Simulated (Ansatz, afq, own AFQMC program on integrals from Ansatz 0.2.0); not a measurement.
**BH4, doublet in cc-pVTZ, levels against CCSDT(Q)**

```
atom    x (Å)   y (Å)    z (Å)
   H  -1.9919  0.0000   0.0000
   H  -1.0769  0.0000   0.0000
   B   0.1611  0.0000   0.0000
   H   0.6702  0.0000   1.0770
   H   0.6702  0.0000  -1.0770
```

Basis cc-pVTZ. Noble-gas cores (and the filled d shells of Ga–Kr and In–Xe) are frozen. Integrals, coupled cluster, full CI and functionals: Ansatz 0.2.0; the random walks run on the same integrals in our own AFQMC program. The CISD trial takes its coefficients from CCSD amplitudes. Released means that phaseless walkers are propagated on without the constraint, phases kept. Uncertainties: one standard error, sampling alone.

Determinant: UHF, the one that the program's search chose, which needn't be the lowest solution. The geometry is a point of a scan.

No full CI on the walks' own integrals is used here; CCSDT(Q) serves as the reference and is uncertain by about the last step of the cluster series.

The T1 diagnostic is 0.0112. The weight of the determinant in the CISD state is 0.932. The ⟨S²⟩ of the determinant is 0.765 and the size of the correlated space is 7 electrons in 85 orbitals.

```json
{"level": "MP2", "correlation energy (eV)": "-3.3882"}
{"level": "CCSD", "correlation energy (eV)": "-4.0740"}
{"level": "CCSD(T)", "correlation energy (eV)": "-4.1605"}
```

Estimate where phaseless AFQMC with a CISD trial lies against CCSD(T) on the same integrals.

0.45 ± 0.07 mEh below CCSD(T).

Reference: CCSDT(Q), correlation energy -4.178 eV. The released energy is read at 2.40 1/Eh (meV from the phaseless value at times in 1/Eh: -2.5 ± 2.0 at 0.24, -2.9 ± 1.1 at 0.51, -3.9 ± 1.2 at 0.99, -5.5 ± 1.7 at 1.62, -7.1 ± 2.0 at 2.40).

| level | E − E(reference) (mEh) | share of correlation (%) |
| --- | --- | --- |
| CCSD(T) | 0.64 | 99.58 |
| CCSDT | 0.07 | 99.96 |
| ph-AFQMC/CISD | 0.19 ± 0.07 | 99.88 |
| released AFQMC | -0.07 ± 0.07 | 100.05 |

A walk keeps the symmetry of its determinant, which the program's search chose and which needn't be the lowest solution, so a lower state of the same spin and another symmetry isn't excluded. Released energies are given only where the last usable release times agree within the noise; a slower fall can still hide under it.
